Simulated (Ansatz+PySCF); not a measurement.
Values are calculated unless marked as measured or tabulated.
Input for PySCF 2.14.0:

```python
from pyscf import gto, scf, mp

mol = gto.M(atom="""
F 0.000000 0.000000 -1.101160
F 0.000000 0.000000 1.101160
""", basis='sto-3g', charge=0, spin=0)
mf = scf.UHF(mol)
mf.kernel()
pt = mp.MP2(mf, frozen=2).run()
print(mf.e_tot, pt.e_corr, pt.e_tot)
```

The script is written out from the run's settings.

Results

* Converged: yes
* Reference energy: -195.67104 hartree
* Correlation energy: -0.21900 hartree
* Total energy: -195.89004 hartree

This is not the lowest solution: another run reaches a determinant 8.22 eV lower. Caution: large amplitudes, a single reference is doubtful.
